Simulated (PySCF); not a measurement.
# AlB from Hartree–Fock to correlated methods

State: ³Σ⁻ (triplet), unpaired electrons π ↑↑. Set-up: Al def2-SVP, B def2-SVP; no relativity (PySCF 2.14). De refers to Al + B in their high-spin ground configurations, without counterpoise correction. The functionals are run spin-unrestricted. A positive dipole means Al(−)B(+). Levels whose curve was spin-contaminated or gave no clean fit are not listed.

```tsv
Level	Re (Å)	ωe (cm⁻¹)	De (eV)	μ (D)
ROHF	2.081	575	0.85	-1.50
ROHF-MP2	2.044	621	1.64	n/a
ROHF-SCS-MP2	2.045	618	1.41	n/a
ROHF-CCSD	2.047	619	1.62	n/a
ROHF-CCSD(T)	2.043	623	1.81	n/a
PBE	2.045	607	2.43	-1.64
BLYP	2.062	579	2.07	-1.66
```

Question: What does second-order correlation do here, going from ROHF to ROHF-MP2?

Answer: ROHF-MP2 less ROHF: -3.7 pm in Re, +8.0 % in ωe, +0.79 eV in De. Correlation nearly always deepens the well. The bond shortens, as in weak, metallic or heavy-atom bonds, where dispersion and the correlation of outer-core electrons pull the atoms together.

Question: What does the triples do here, going from ROHF-CCSD to ROHF-CCSD(T)?

Answer: ROHF-CCSD(T) less ROHF-CCSD: -0.4 pm in Re, +0.6 % in ωe, +0.19 eV in De. Correlation nearly always deepens the well. The bond shortens, as in weak, metallic or heavy-atom bonds, where dispersion and the correlation of outer-core electrons pull the atoms together.

Question: What does all correlation do here, going from ROHF to ROHF-CCSD(T)?

Answer: ROHF-CCSD(T) less ROHF: -3.8 pm in Re, +8.3 % in ωe, +0.96 eV in De. Correlation nearly always deepens the well. The bond shortens, as in weak, metallic or heavy-atom bonds, where dispersion and the correlation of outer-core electrons pull the atoms together.

Correlated steps freeze 6 core orbitals. Correlated levels converge slowly with the basis: in double zeta they bind strong bonds too weakly, by up to about 1 eV, and carry superposition errors of some tenths. The CCSD T1 diagnostic is raised, a sign that a single reference may not be enough here. UHF is strongly spin-contaminated for AlB, so the ROHF reference used there is far from stable. The state is the lowest determinant that a PBE0 search found; another state may lie lower at other levels.
